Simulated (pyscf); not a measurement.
Single points on ωB97X-D3(BJ)/def2-SVP structures (PySCF, gas phase).

HO–SiH(Br)–Br + H₂ -> Br–SiH₂–Br + H₂O
Surface: singlet. Broken: O–Si, H–H. Formed: H–Si, H–O. Give ΔE‡ and ΔE from HF/def2-TZVP, relative to the separated reactants.

ΔE‡ = 71.4 kcal/mol, ΔE = +19.1 kcal/mol. ωB97M-D3(BJ)/def2-TZVP gives 53.8 kcal/mol and +21.7 kcal/mol. Zero-point energy shifts the barrier by +2.8 kcal/mol. It is a four-centre exchange, with an imaginary mode of 1434i cm⁻¹. On the product side the descent ends in a complex, 4.9 kcal/mol under the separated species and 37.2 kcal/mol under the saddle at ωB97X-D3(BJ)/def2-TZVP. One saddle was located; it need not be the lowest between these sides. Elements up to Kr have no core potential and no relativistic terms here.
